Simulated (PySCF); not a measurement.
# H2Cl2, a solvent cluster: interaction energy, part 3 of 3

PySCF 2.14.0. Atoms count from 0, parts from 1.

## (8) Coupled-cluster interaction energy: CCSD(T) and MP2, 2.21 Å

Job settings and geometry (Å):

```
{"job": {"kind": "intercc", "basis": "aug-cc-pVDZ", "basis_mid": "aug-cc-pVTZ", "basis_large": "aug-cc-pVQZ"}, "charge": 0, "multiplicity": 1, "parts": [{"atoms": "0-1", "charge": 0, "multiplicity": 1}, {"atoms": "2-3", "charge": 0, "multiplicity": 1}]}
Cl     0.210086     0.517290     0.083845
H      0.075188    -0.756584     0.199240
Cl    -0.226172    -2.805274     0.981320
H     -0.338409    -2.275553     2.142523
```

Level: CCSD(T)/aug-cc-pVDZ and MP2/aug-cc-pVTZ, aug-cc-pVQZ counterpoise interaction energy, frozen core, gas phase.

Output:

```text
part 1, own basis, geometry of the cluster: E = -460.1073962165 (as before)

part 2, own basis, geometry of the cluster: E = -460.1074964296 (as before)

part 1, own basis, relaxed alone: E = -460.1075273092 (as before)

part 2, own basis, relaxed alone: E = -460.1075273092 (as before)

cluster
final grid: 4488 points
cycle   1  E = -920.2114701514  dE = -5.173e-03  |g| = 2.727e-02  |ddm| = 3.959e-01
cycle   2  E = -920.2118788893  dE = -4.087e-04  |g| = 8.777e-03  |ddm| = 7.015e-02
cycle   3  E = -920.2119331341  dE = -5.424e-05  |g| = 3.230e-03  |ddm| = 2.064e-02
cycle   4  E = -920.2119403097  dE = -7.176e-06  |g| = 8.168e-04  |ddm| = 8.242e-03
cycle   5  E = -920.2119408503  dE = -5.406e-07  |g| = 2.181e-04  |ddm| = 2.081e-03
cycle   6  E = -920.2119408817  dE = -3.136e-08  |g| = 4.938e-05  |ddm| = 5.141e-04
cycle   7  E = -920.2119408835  dE = -1.849e-09  |g| = 1.134e-05  |ddm| = 1.384e-04
cycle   8  E = -920.2119408837  dE = -1.179e-10  |g| = 3.783e-06  |ddm| = 3.368e-05
converged SCF energy = -920.2119408837

part 1 in the basis of the cluster
final grid: 4488 points
cycle   1  E = -460.1074283232  dE = -3.124e-05  |g| = 9.610e-04  |ddm| = 1.337e-01
cycle   2  E = -460.1074286695  dE = -3.463e-07  |g| = 1.283e-04  |ddm| = 1.461e-02
cycle   3  E = -460.1074286782  dE = -8.715e-09  |g| = 1.213e-05  |ddm| = 2.186e-03
cycle   4  E = -460.1074286783  dE = -8.566e-11  |g| = 3.203e-06  |ddm| = 1.076e-04
converged SCF energy = -460.1074286783

part 2 in the basis of the cluster
final grid: 4488 points
cycle   1  E = -460.1075627879  dE = -6.744e-05  |g| = 1.792e-03  |ddm| = 1.886e-01
cycle   2  E = -460.1075640342  dE = -1.246e-06  |g| = 2.800e-04  |ddm| = 2.590e-02
cycle   3  E = -460.1075640748  dE = -4.058e-08  |g| = 2.512e-05  |ddm| = 4.790e-03
cycle   4  E = -460.1075640752  dE = -4.306e-10  |g| = 4.828e-06  |ddm| = 2.479e-04
converged SCF energy = -460.1075640752

Interaction energy (kcal/mol)
  counterpoise       -1.261
  uncorrected        -1.875
  dispersion part     0.000
  deformation         0.050
  binding            -1.211

Decomposition of the uncorrected value (kcal/mol)
  electrostatic      -5.105
  Pauli              10.499
  orbital            -3.541
  dispersion          0.000
  correlation        -3.727

Charge of each part in the cluster: -0.020 0.020
part 1, own basis, geometry of the cluster: E = -460.1111614217 (as before)

part 2, own basis, geometry of the cluster: E = -460.1112722217 (as before)

part 1, own basis, relaxed alone: E = -460.1113072585 (as before)

part 2, own basis, relaxed alone: E = -460.1113072585 (as before)

cluster
final grid: 4488 points
cycle   1  E = -920.2189177800  dE = -5.158e-03  |g| = 2.805e-02  |ddm| = 4.245e-01
cycle   2  E = -920.2193353835  dE = -4.176e-04  |g| = 9.173e-03  |ddm| = 6.786e-02
cycle   3  E = -920.2193901772  dE = -5.479e-05  |g| = 3.483e-03  |ddm| = 2.234e-02
cycle   4  E = -920.2193986082  dE = -8.431e-06  |g| = 8.571e-04  |ddm| = 9.930e-03
cycle   5  E = -920.2193991879  dE = -5.797e-07  |g| = 2.493e-04  |ddm| = 2.690e-03
cycle   6  E = -920.2193992278  dE = -3.992e-08  |g| = 5.509e-05  |ddm| = 6.961e-04
cycle   7  E = -920.2193992300  dE = -2.174e-09  |g| = 1.189e-05  |ddm| = 1.723e-04
cycle   8  E = -920.2193992301  dE = -1.264e-10  |g| = 3.988e-06  |ddm| = 4.248e-05
converged SCF energy = -920.2193992301

part 1 in the basis of the cluster
final grid: 4488 points
cycle   1  E = -460.1111722503  dE = -9.661e-06  |g| = 5.525e-04  |ddm| = 1.523e-01
cycle   2  E = -460.1111724006  dE = -1.503e-07  |g| = 8.016e-05  |ddm| = 1.680e-02
cycle   3  E = -460.1111724046  dE = -3.972e-09  |g| = 5.481e-06  |ddm| = 2.562e-03
cycle   4  E = -460.1111724046  dE = -2.120e-11  |g| = 1.029e-06  |ddm| = 7.478e-05
converged SCF energy = -460.1111724046

part 2 in the basis of the cluster
final grid: 4488 points
cycle   1  E = -460.1112945228  dE = -2.291e-05  |g| = 9.410e-04  |ddm| = 2.453e-01
cycle   2  E = -460.1112948970  dE = -3.743e-07  |g| = 1.361e-04  |ddm| = 3.015e-02
cycle   3  E = -460.1112949078  dE = -1.076e-08  |g| = 1.214e-05  |ddm| = 4.957e-03
cycle   4  E = -460.1112949079  dE = -1.019e-10  |g| = 1.865e-06  |ddm| = 2.527e-04
converged SCF energy = -460.1112949079

Interaction energy (kcal/mol)
  counterpoise       -1.489
  uncorrected        -1.844
  dispersion part     0.000
  deformation         0.058
  binding            -1.430

Decomposition of the uncorrected value (kcal/mol)
  electrostatic      -5.095
  Pauli              10.538
  orbital            -3.539
  dispersion          0.000
  correlation        -3.748

Charge of each part in the cluster: -0.020 0.020
part 1 in the basis of the cluster: E(HF) = -460.092659330  E2 = -0.159685847  E(CCSD corr) = -0.176188626  (T) = -0.004021690
part 2 in the basis of the cluster: E(HF) = -460.092901311  E2 = -0.160017177  E(CCSD corr) = -0.176531145  (T) = -0.004055939
cluster: E(HF) = -920.182449996  E2 = -0.323495266  E(CCSD corr) = -0.355139290  (T) = -0.008546988

Counterpoise interaction energy (kcal/mol)
  hf_small                   1.952
  mp2_small                 -0.428
  ccsd_small                 0.434
  ccsdt_small                0.139
  hf_large                   1.925
  mp2_large                 -1.489
  hf_middle                  1.915
  mp2_middle                -1.261
  scs_mp2_large             -0.605
  mp2_limit                 -1.662
  ccsdt_less_mp2             0.567
  ccsdt_limit_estimate      -1.095
  bsse_mp2_large             0.355
```

It took 24 s on 1 thread of Arm Neoverse N1, shared host; peak memory 0.52 GiB.

Contacts at this geometry (a selection, picked against the atoms' radii; other short pairs can be missing):

```csv
atoms,distance (Å),kind (by distance and angle),angle (°)
H1···Cl2,2.21,hydrogen bond,164
```

Differences are taken before rounding.

```
                 method  interaction energy (kcal/mol)  from CCSD(T), limit estimate (kcal/mol)
         HF/aug-cc-pVDZ                           1.95                                    +3.05
        MP2/aug-cc-pVDZ                          -0.43                                    +0.67
       CCSD/aug-cc-pVDZ                           0.43                                    +1.53
    CCSD(T)/aug-cc-pVDZ                           0.14                                    +1.23
         HF/aug-cc-pVQZ                           1.93                                    +3.02
        MP2/aug-cc-pVQZ                          -1.49                                    -0.39
    SCS-MP2/aug-cc-pVQZ                          -0.60                                    +0.49
      MP2, extrapolated                          -1.66                                    -0.57
CCSD(T), limit estimate                          -1.10                                        0
```

These energies keep the parts at their geometry in the cluster; deforming them to it costs 0.06 kcal/mol (MP2).

## (9) Coupled-cluster interaction energy: CCSD(T) and MP2, 3.69 Å

The job, as its differences from that of step 8:

```diff
@@ -3,3 +3,3 @@
 H      0.075188    -0.756584     0.199240
-Cl    -0.226172    -2.805274     0.981320
-H     -0.338409    -2.275553     2.142523
+Cl    -0.427078    -4.171067     1.502707
+H     -0.539315    -3.641346     2.663910
```

With the program's defaults for keys left out, this is: CCSD(T)/aug-cc-pVDZ and MP2/aug-cc-pVTZ, aug-cc-pVQZ counterpoise interaction energy, frozen core, gas phase.

Output:

```text
part 1, own basis, geometry of the cluster: E = -460.1073962165 (as before)

part 2, own basis, geometry of the cluster: E = -460.1074964296 (as before)

part 1, own basis, relaxed alone: E = -460.1075273092 (as before)

part 2, own basis, relaxed alone: E = -460.1075273092 (as before)

cluster
final grid: 4488 points
cycle   1  E = -920.2157208274  dE = -1.184e-04  |g| = 4.055e-03  |ddm| = 8.523e-02
cycle   2  E = -920.2157287273  dE = -7.900e-06  |g| = 1.180e-03  |ddm| = 1.243e-02
cycle   3  E = -920.2157296055  dE = -8.783e-07  |g| = 4.190e-04  |ddm| = 2.692e-03
cycle   4  E = -920.2157297606  dE = -1.551e-07  |g| = 6.583e-05  |ddm| = 1.584e-03
cycle   5  E = -920.2157297638  dE = -3.199e-09  |g| = 1.304e-05  |ddm| = 2.108e-04
cycle   6  E = -920.2157297639  dE = -9.572e-11  |g| = 3.876e-06  |ddm| = 2.584e-05
converged SCF energy = -920.2157297639

part 1 in the basis of the cluster
final grid: 4488 points
cycle   1  E = -460.1074027017  dE = -6.377e-06  |g| = 3.981e-04  |ddm| = 4.710e-02
cycle   2  E = -460.1074027710  dE = -6.934e-08  |g| = 4.996e-05  |ddm| = 4.729e-03
cycle   3  E = -460.1074027725  dE = -1.408e-09  |g| = 3.977e-06  |ddm| = 6.356e-04
cycle   4  E = -460.1074027725  dE = -1.353e-11  |g| = 8.218e-07  |ddm| = 2.819e-05
converged SCF energy = -460.1074027725

part 2 in the basis of the cluster
final grid: 4488 points
cycle   1  E = -460.1075148143  dE = -1.902e-05  |g| = 8.296e-04  |ddm| = 5.787e-02
cycle   2  E = -460.1075151176  dE = -3.033e-07  |g| = 1.225e-04  |ddm| = 6.644e-03
cycle   3  E = -460.1075151262  dE = -8.572e-09  |g| = 1.055e-05  |ddm| = 1.245e-03
cycle   4  E = -460.1075151263  dE = -7.401e-11  |g| = 1.748e-06  |ddm| = 9.461e-05
converged SCF energy = -460.1075151263

Interaction energy (kcal/mol)
  counterpoise       -0.771
  uncorrected        -0.852
  dispersion part     0.000
  deformation         0.050
  binding            -0.721

Decomposition of the uncorrected value (kcal/mol)
  electrostatic      -0.511
  Pauli               0.066
  orbital            -0.080
  dispersion          0.000
  correlation        -0.326

Charge of each part in the cluster: -0.001 0.001
part 1, own basis, geometry of the cluster: E = -460.1111614217 (as before)

part 2, own basis, geometry of the cluster: E = -460.1112722217 (as before)

part 1, own basis, relaxed alone: E = -460.1113072585 (as before)

part 2, own basis, relaxed alone: E = -460.1113072585 (as before)

cluster
final grid: 4488 points
cycle   1  E = -920.2232396674  dE = -1.045e-04  |g| = 4.263e-03  |ddm| = 1.112e-01
cycle   2  E = -920.2232475316  dE = -7.864e-06  |g| = 1.309e-03  |ddm| = 1.626e-02
cycle   3  E = -920.2232484208  dE = -8.892e-07  |g| = 4.523e-04  |ddm| = 3.416e-03
cycle   4  E = -920.2232486048  dE = -1.840e-07  |g| = 6.885e-05  |ddm| = 1.915e-03
cycle   5  E = -920.2232486080  dE = -3.256e-09  |g| = 1.361e-05  |ddm| = 3.180e-04
cycle   6  E = -920.2232486081  dE = -1.071e-10  |g| = 4.195e-06  |ddm| = 3.758e-05
converged SCF energy = -920.2232486081

part 1 in the basis of the cluster
final grid: 4488 points
cycle   1  E = -460.1111650573  dE = -3.534e-06  |g| = 3.260e-04  |ddm| = 4.955e-02
cycle   2  E = -460.1111651173  dE = -5.998e-08  |g| = 4.772e-05  |ddm| = 5.597e-03
cycle   3  E = -460.1111651188  dE = -1.514e-09  |g| = 2.778e-06  |ddm| = 8.510e-04
cycle   4  E = -460.1111651188  dE = -4.263e-12  |g| = 3.528e-07  |ddm| = 2.133e-05
converged SCF energy = -460.1111651188

part 2 in the basis of the cluster
final grid: 4488 points
cycle   1  E = -460.1112791207  dE = -7.416e-06  |g| = 5.368e-04  |ddm| = 7.154e-02
cycle   2  E = -460.1112792702  dE = -1.496e-07  |g| = 8.785e-05  |ddm| = 7.175e-03
cycle   3  E = -460.1112792751  dE = -4.820e-09  |g| = 7.325e-06  |ddm| = 1.147e-03
cycle   4  E = -460.1112792751  dE = -3.547e-11  |g| = 1.006e-06  |ddm| = 7.876e-05
converged SCF energy = -460.1112792751

Interaction energy (kcal/mol)
  counterpoise       -0.781
  uncorrected        -0.826
  dispersion part     0.000
  deformation         0.058
  binding            -0.723

Decomposition of the uncorrected value (kcal/mol)
  electrostatic      -0.506
  Pauli               0.066
  orbital            -0.071
  dispersion          0.000
  correlation        -0.314

Charge of each part in the cluster: -0.001 0.001
part 1 in the basis of the cluster: E(HF) = -460.092591540  E2 = -0.159330345  E(CCSD corr) = -0.175821005  (T) = -0.003980254
part 2 in the basis of the cluster: E(HF) = -460.092635515  E2 = -0.159269747  E(CCSD corr) = -0.175744467  (T) = -0.003973946
cluster: E(HF) = -920.186092961  E2 = -0.318963283  E(CCSD corr) = -0.351801788  (T) = -0.007998466

Counterpoise interaction energy (kcal/mol)
  hf_small                  -0.543
  mp2_small                 -0.771
  ccsd_small                -0.692
  ccsdt_small               -0.719
  hf_large                  -0.505
  mp2_large                 -0.781
  hf_middle                 -0.509
  mp2_middle                -0.771
  scs_mp2_large             -0.700
  mp2_limit                 -0.792
  ccsdt_less_mp2             0.052
  ccsdt_limit_estimate      -0.740
  bsse_mp2_large             0.045
```

It took 23 s on 1 thread of Arm Neoverse N1, shared host; peak memory 0.52 GiB.

Contacts at this geometry (a selection, picked against the atoms' radii; other short pairs can be missing):

```csv
atoms,distance (Å),kind (by distance and angle),angle (°)
H1···Cl2,3.69,beyond van der Waals contact,–
```

```
                 method  interaction energy (kcal/mol)  from CCSD(T), limit estimate (kcal/mol)
         HF/aug-cc-pVDZ                          -0.54                                    +0.20
        MP2/aug-cc-pVDZ                          -0.77                                    -0.03
       CCSD/aug-cc-pVDZ                          -0.69                                    +0.05
    CCSD(T)/aug-cc-pVDZ                          -0.72                                    +0.02
         HF/aug-cc-pVQZ                          -0.50                                    +0.24
        MP2/aug-cc-pVQZ                          -0.78                                    -0.04
    SCS-MP2/aug-cc-pVQZ                          -0.70                                    +0.04
      MP2, extrapolated                          -0.79                                    -0.05
CCSD(T), limit estimate                          -0.74                                        0
```

These energies keep the parts at their geometry in the cluster; deforming them to it costs 0.06 kcal/mol (MP2).

## (10) Coupled-cluster interaction energy: CCSD(T) and MP2, 4.92 Å

The job, as its differences from that of step 9:

```diff
@@ -3,3 +3,3 @@
 H      0.075188    -0.756584     0.199240
-Cl    -0.427078    -4.171067     1.502707
-H     -0.539315    -3.641346     2.663910
+Cl    -0.594500    -5.309228     1.937196
+H     -0.706737    -4.779507     3.098399
```

Method: CCSD(T)/aug-cc-pVDZ and MP2/aug-cc-pVTZ, aug-cc-pVQZ counterpoise interaction energy, frozen core, gas phase.

Output:

```text
part 1, own basis, geometry of the cluster: E = -460.1073962165 (as before)

part 2, own basis, geometry of the cluster: E = -460.1074964296 (as before)

part 1, own basis, relaxed alone: E = -460.1075273092 (as before)

part 2, own basis, relaxed alone: E = -460.1075273092 (as before)

cluster
final grid: 4488 points
cycle   1  E = -920.2152009836  dE = -2.153e-05  |g| = 1.698e-03  |ddm| = 4.512e-02
cycle   2  E = -920.2152022898  dE = -1.306e-06  |g| = 4.777e-04  |ddm| = 5.563e-03
cycle   3  E = -920.2152024191  dE = -1.293e-07  |g| = 1.598e-04  |ddm| = 1.442e-03
cycle   4  E = -920.2152024418  dE = -2.269e-08  |g| = 2.586e-05  |ddm| = 8.310e-04
cycle   5  E = -920.2152024423  dE = -4.695e-10  |g| = 6.500e-06  |ddm| = 8.262e-05
converged SCF energy = -920.2152024423

part 1 in the basis of the cluster
final grid: 4488 points
cycle   1  E = -460.1073984752  dE = -2.221e-06  |g| = 1.867e-04  |ddm| = 1.933e-02
cycle   2  E = -460.1073984908  dE = -1.556e-08  |g| = 1.839e-05  |ddm| = 1.661e-03
cycle   3  E = -460.1073984910  dE = -1.846e-10  |g| = 1.275e-06  |ddm| = 1.837e-04
converged SCF energy = -460.1073984910

part 2 in the basis of the cluster
final grid: 4488 points
cycle   1  E = -460.1075004981  dE = -4.167e-06  |g| = 3.682e-04  |ddm| = 4.642e-02
cycle   2  E = -460.1075005899  dE = -9.175e-08  |g| = 6.644e-05  |ddm| = 3.010e-03
cycle   3  E = -460.1075005936  dE = -3.665e-09  |g| = 5.302e-06  |ddm| = 5.381e-04
cycle   4  E = -460.1075005936  dE = -2.683e-11  |g| = 9.955e-07  |ddm| = 7.130e-05
converged SCF energy = -460.1075005936

Interaction energy (kcal/mol)
  counterpoise       -0.238
  uncorrected        -0.259
  dispersion part     0.000
  deformation         0.050
  binding            -0.189

Decomposition of the uncorrected value (kcal/mol)
  electrostatic      -0.181
  Pauli               0.001
  orbital            -0.014
  dispersion          0.000
  correlation        -0.065

Charge of each part in the cluster: -0.000 0.000
part 1, own basis, geometry of the cluster: E = -460.1111614217 (as before)

part 2, own basis, geometry of the cluster: E = -460.1112722217 (as before)

part 1, own basis, relaxed alone: E = -460.1113072585 (as before)

part 2, own basis, relaxed alone: E = -460.1113072585 (as before)

cluster
final grid: 4488 points
cycle   1  E = -920.2227346030  dE = -1.700e-05  |g| = 1.760e-03  |ddm| = 6.346e-02
cycle   2  E = -920.2227357941  dE = -1.191e-06  |g| = 5.306e-04  |ddm| = 6.922e-03
cycle   3  E = -920.2227359177  dE = -1.236e-07  |g| = 1.687e-04  |ddm| = 1.234e-03
cycle   4  E = -920.2227359437  dE = -2.603e-08  |g| = 2.570e-05  |ddm| = 7.549e-04
cycle   5  E = -920.2227359441  dE = -3.994e-10  |g| = 6.471e-06  |ddm| = 1.148e-04
converged SCF energy = -920.2227359441

part 1 in the basis of the cluster
final grid: 4488 points
cycle   1  E = -460.1111628523  dE = -1.394e-06  |g| = 1.835e-04  |ddm| = 2.948e-02
cycle   2  E = -460.1111628739  dE = -2.163e-08  |g| = 2.527e-05  |ddm| = 2.908e-03
cycle   3  E = -460.1111628744  dE = -4.642e-10  |g| = 1.343e-06  |ddm| = 4.066e-04
converged SCF energy = -460.1111628744

part 2 in the basis of the cluster
final grid: 4488 points
cycle   1  E = -460.1112739169  dE = -1.815e-06  |g| = 2.177e-04  |ddm| = 6.001e-02
cycle   2  E = -460.1112739485  dE = -3.161e-08  |g| = 3.221e-05  |ddm| = 6.533e-03
cycle   3  E = -460.1112739493  dE = -8.296e-10  |g| = 2.279e-06  |ddm| = 9.045e-04
converged SCF energy = -460.1112739493

Interaction energy (kcal/mol)
  counterpoise       -0.239
  uncorrected        -0.249
  dispersion part     0.000
  deformation         0.058
  binding            -0.181

Decomposition of the uncorrected value (kcal/mol)
  electrostatic      -0.179
  Pauli               0.001
  orbital            -0.012
  dispersion          0.000
  correlation        -0.059

Charge of each part in the cluster: -0.000 0.000
part 1 in the basis of the cluster: E(HF) = -460.092577184  E2 = -0.159282530  E(CCSD corr) = -0.175771723  (T) = -0.003974533
part 2 in the basis of the cluster: E(HF) = -460.092615790  E2 = -0.159209066  E(CCSD corr) = -0.175682804  (T) = -0.003965420
cluster: E(HF) = -920.185509683  E2 = -0.318557658  E(CCSD corr) = -0.351486950  (T) = -0.007946533

Counterpoise interaction energy (kcal/mol)
  hf_small                  -0.199
  mp2_small                 -0.240
  ccsd_small                -0.219
  ccsdt_small               -0.223
  hf_large                  -0.188
  mp2_large                 -0.239
  hf_middle                 -0.190
  mp2_middle                -0.238
  scs_mp2_large             -0.221
  mp2_limit                 -0.242
  ccsdt_less_mp2             0.017
  ccsdt_limit_estimate      -0.225
  bsse_mp2_large             0.010
```

Wall time 22 s (1 thread of Arm Neoverse N1, shared host); peak memory 0.52 GiB.

Contacts at this geometry (a selection, picked against the atoms' radii; other short pairs can be missing):

```csv
atoms,distance (Å),kind (by distance and angle),angle (°)
H1···Cl2,4.92,beyond van der Waals contact,–
```

```
                 method  interaction energy (kcal/mol)  from CCSD(T), limit estimate (kcal/mol)
         HF/aug-cc-pVDZ                         -0.199                                   +0.026
        MP2/aug-cc-pVDZ                         -0.240                                   -0.015
       CCSD/aug-cc-pVDZ                         -0.219                                   +0.006
    CCSD(T)/aug-cc-pVDZ                         -0.223                                   +0.002
         HF/aug-cc-pVQZ                         -0.188                                   +0.037
        MP2/aug-cc-pVQZ                         -0.239                                   -0.014
    SCS-MP2/aug-cc-pVQZ                         -0.221                                   +0.004
      MP2, extrapolated                         -0.242                                   -0.017
CCSD(T), limit estimate                         -0.225                                        0
```

These energies keep the parts at their geometry in the cluster; deforming them to it costs 0.06 kcal/mol (MP2).

## (11) The curve

Counterpoise interaction energies (kcal/mol):

```csv
H1···Cl2 (Å),HF,MP2 limit,CCSD(T) estimate,time
2.21,1.93,-1.66,-1.10,24 s
2.34,0.76,-2.12,-1.68,23 s
2.46,0.03,-2.27,-1.93,25 s
2.58,-0.39,-2.24,-1.98,23 s
2.71,-0.62,-2.11,-1.90,23 s
3.07,-0.75,-1.53,-1.42,23 s
3.69,-0.50,-0.79,-0.74,23 s
4.92,-0.19,-0.24,-0.22,22 s
```

## (12) Summary of results

The summary covers parts 1 to 3.

| quantity | value |
| --- | --- |
| rotational constants (main isotopes) | 308.62, 2.07, 2.05 GHz |
| CCSD(T) estimate at 2.21 Å | -1.10 kcal/mol |
| CCSD(T) estimate at 2.34 Å | -1.68 kcal/mol |
| CCSD(T) estimate at 2.46 Å | -1.93 kcal/mol |
| CCSD(T) estimate at 2.58 Å | -1.98 kcal/mol |
| CCSD(T) estimate at 2.71 Å | -1.90 kcal/mol |
| CCSD(T) estimate at 3.07 Å | -1.42 kcal/mol |
| CCSD(T) estimate at 3.69 Å | -0.74 kcal/mol |
| CCSD(T) estimate at 4.92 Å | -0.22 kcal/mol |

In words: Relaxing lowered the energy by 0.022 eV in 3 steps; the close pair that moved most is Cl0–H1, from 1.268 to 1.286 Å. Along the rigid scan the CCSD(T) estimate is lowest at 2.58 Å (-1.98 kcal/mol), where MP2 at the limit misses it by -0.26 and Hartree-Fock by +1.59.
